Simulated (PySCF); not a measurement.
## Structure elucidation problem

Molecular formula: CHNS. Simulated spectra:

1H NMR (500 MHz, computed): δ 4.20 (br s, 1H).

13C{1H} NMR (computed): δ 161.6 (C).

[PySCF 2.14.0 with density-fitted response routines: NMR shieldings at B97-2/pcSseg-2/GIAO; geometry from PBE0-D3(BJ)/def2-TZVP; no solvent; non-relativistic Hamiltonian; one conformer]

Scale: TMS for 1H and 13C (reference shieldings calculated alike).

What is the structure?

Results:


- Rings plus π bonds: 2.
- Carbon types of the structure: 1 × C, leaving 1 H on heteroatoms.
- δC 161.6: central carbon of a heterocumulene.
- δH 4.20: hydrogen on a heterocumulene nitrogen; labile proton, position sensitive to the medium.

Structure: `InChI=1S/CHNS/c2-1-3/h2H`.

OH/NH shifts are gas-phase values; hydrogen bonding in solution moves them, usually downfield. Shifts are as computed. Against solution values, carbons near 30 ppm lie about +3 ppm off and those near 130 ppm about +7 ppm. Of 1211 compounds with measured shifts, 218 miss one by over three times the rms of a fit or turn the order of signals round; such compounds aren't used in these exercises.
